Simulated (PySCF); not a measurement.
tetrafluoromethane cation (CF₄), SMILES FC(F)(F)F (connectivity only; charge and spin as stated), charge +1, multiplicity 2.

Coordinates come from a B3LYP-D3(BJ)/def2-SVP optimisation. A frequency run showed that this geometry is not a minimum. The multiplicity is an assumed one; other spin states were not compared.

Method: B3LYP-D3(BJ)/def2-SVP in PySCF.

Harmonic, unscaled wavenumbers; measured fundamentals usually lie a few per cent lower.

Modes within 1.5 cm⁻¹ of each other (mostly degenerate sets) share a row, with their intensities summed.

Computed vibrational spectrum:
```tsv
mode	ν (cm⁻¹)	IR (km/mol)	moving atoms (share of kinetic energy)
1–2	647i	841.1	C 81 %, F 19 %
3	341	0.0	F 100 %
4	375	0.0	F 100 %
5	566	2.5	F 78 %, C 22 %
6–7	715	94.7	F 95 %
8	831	5.3	C 64 %, F 36 %
9	905	0.0	F 100 %
```
